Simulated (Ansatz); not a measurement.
# C2H2N2: the cost of one run

Program: Ansatz 0.2.0 through its Python package. The levels of theory stand in the script. These are calculated values, not measurements.

**1. Starting point**

Bond lengths: H1–N2 1.026 Å, N2–C3 1.287 Å, C3–C4 1.442 Å, C4–N5 1.162 Å, C3–H6 1.100 Å. Angles: H1–N2–C3 110.0°, N2–C3–C4 115.2°, N2–C3–H6 125.0°, C4–C3–H6 119.8°, C3–C4–N5 177.3°.

The script holds or builds the structure itself.

**2. The code**

methods_c2h2n2.py

```python
from pathlib import Path

import ansatz
import numpy as np

geometry_ang = [
    ("H", (-1.9578, -0.3813, 0.119)),
    ("N", (-1.0262, -0.6542, -0.2143)),
    ("C", (-0.1532, 0.2147, 0.1582)),
    ("C", (1.201, -0.0604, -0.2522)),
    ("N", (2.3087, -0.2361, -0.5578)),
    ("H", (-0.3724, 1.1172, 0.747)),
]
geometry = ansatz.Crystal.molecule()
for symbol, xyz in geometry_ang:
    geometry = geometry.atom(symbol, xyz)

model = geometry.calculation().basis(gaussian="def2-SVP")

print("functional    E (Ha)        dipole (D)   HOMO (eV)  LUMO (eV)")
for name in ["b3lyp", "blyp", "hse06", "revpbe", "cam_b3lyp", "r2scan"]:
    data = model.functional(name).forces().orbitals().run(threads=1, backend="cpu", runs_dir="runs").report
    lines = Path(data["orbitals_path"]).read_text().splitlines()
    field_of = lambda key: [line.split("=")[1].strip() for line in lines if line.startswith(key)]
    orbitals = [(27.211386 * float(e), s, float(n)) for e, s, n in zip(field_of("Ene="), field_of("Spin="), field_of("Occup="))]
    homo = max(e for e, _, n in orbitals if n > 0.5)
    lumo = min(e for e, _, n in orbitals if n < 0.5)
    dipole = 4.803205 * np.linalg.norm(data["charge_distribution"]["dipole_moment_e_ang"])
    print(f"{name:10s} {data['free_energy_ev'] / 27.211386246:14.6f} {dipole:9.3f} {homo:11.3f} {lumo:10.3f}")
```

**3. The input behind the calls**

The engine receives this input (first run):

```yaml
crystal:
  periodic: [false, false, false]
  atoms:
    - { symbol: H, position_ang: [-1.9578, -0.3813, 0.119] }
    - { symbol: "N", position_ang: [-1.0262, -0.6542, -0.2143] }
    - { symbol: C, position_ang: [-0.1532, 0.2147, 0.1582] }
    - { symbol: C, position_ang: [1.201, -0.0604, -0.2522] }
    - { symbol: "N", position_ang: [2.3087, -0.2361, -0.5578] }
    - { symbol: H, position_ang: [-0.3724, 1.1172, 0.747] }
basis:
  gaussian:
    orbitals: def2-SVP
hamiltonian:
  xc: b3lyp
output:
  orbitals: {}
  forces: true
```

**4. Running it**

Run with:

```bash
$ python methods_c2h2n2.py
```

Q: Estimate wall time and peak memory on 1 thread of Intel Xeon 6975P-C (Granite Rapids), shared host.

About 5.2 s, with a peak of 0.2 GiB.
